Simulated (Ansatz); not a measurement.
A trace of molecular dynamics of CH3F + Cl2 (7 atoms, charge 0, multiplicity 1).

The calculation used RKS BLYP-D4/def2-SVP in Ansatz 0.2.0.

| Item | Value |
| --- | --- |
| ensemble | NVT, Nosé–Hoover chain |
| set temperature | 100 K |
| thermostat | time constant 100 fs, chain length 5 |
| seed | 999179 |

```csv
time (fs),T (K),potential energy less start (eV),conserved less start (meV/atom)
0,100,0.000,0.00
3,160,-0.040,-0.15
6,183,-0.054,-0.06
9,261,-0.105,-0.11
12,214,-0.076,-0.05
15,217,-0.079,-0.12
18,211,-0.076,-0.12
21,223,-0.085,-0.06
24,291,-0.132,-0.10
27,297,-0.139,-0.06
30,309,-0.151,-0.15
33,208,-0.089,-0.03
36,324,-0.170,-0.13
39,347,-0.191,-0.05
42,377,-0.219,-0.15
45,237,-0.136,-0.04
48,282,-0.173,-0.14
51,301,-0.193,-0.08
54,349,-0.235,-0.14
57,242,-0.174,-0.07
60,226,-0.172,-0.13
63,221,-0.176,-0.11
66,256,-0.207,-0.14
69,211,-0.185,-0.10
72,195,-0.181,-0.12
75,180,-0.176,-0.12
```

Task: Can this run be trusted? Judge the integration.

Result: The conserved energy stayed within 0.18 meV per atom of its start (net change -0.12 meV per atom), so the integration is sound. The mean temperature of the second half is 167 % above the set value. A run of 0.075 ps of so small a system gives no equilibrium averages. The time step was 0.5 fs.

Time of the run: 2.8 min on 1 thread of Arm Neoverse V2, on a shared host, peak memory 0.1 GiB.
